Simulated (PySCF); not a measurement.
Gas-phase reaction: c-Si3H6 + 2 C3H6 (propylene) = 3 (CH3)2Si

Computed with PySCF and rigid-rotor harmonic-oscillator thermochemistry at 1 bar. † marks an energy on the PBE0/def2-TZVP geometry and frequencies; other levels use their own. MP2 and CCSD(T) freeze the core. 6-31G* has spherical d functions here. All species are closed-shell singlets. No R ln 2 is added for the mirror-image form of (CH3)2Si. c-Si3H6, (CH3)2Si: computed as isolated molecules; such fragments, hydroxides, amides, oligomers or adducts are transient or little studied in the gas. MP2 isn't extrapolated to the basis-set limit; its ΔH°(298 K) is 168.0 kJ in def2-SVP and 138.3 kJ in def2-TZVPP. CCSD(T) isn't extrapolated to the basis-set limit; its ΔH°(298 K) is 163.0 kJ in def2-SVP and 132.7 kJ in def2-TZVPP. The harmonic model lacks anharmonicity and excited electronic states, which grow with temperature; levels with a mode under 35 cm⁻¹ are left out. Internal rotation in C3H6 (propylene), (CH3)2Si is treated as a harmonic vibration of one conformer, which makes the entropy rough.

```tsv
level	ΔE electronic, kJ	ΔH°(298 K), kJ	ΔS°(298 K), J/K	ΔG°(1200 K), kJ
BLYP/def2-TZVP†	122	138	55	68
CCSD(T)/def2-TZVPP†	116	133	55	62
HF/6-31G*	116	133	82	28
HF/def2-TZVP†	138	154	55	83
M06-2X/def2-TZVP†	88	104	55	33
MP2/def2-SVP†	152	168	55	97
PBE/def2-SVP	164	181	54	111
PBE0/def2-QZVP†	137	154	55	83
PBE0/def2-SVP†	159	175	55	104
LDA/def2-TZVP†	149	166	55	95
ωB97X-V/def2-TZVP†	139	156	55	85
```
ΔH° is lowest at M06-2X/def2-TZVP† and highest at PBE/def2-SVP. No reference value is set beside these.
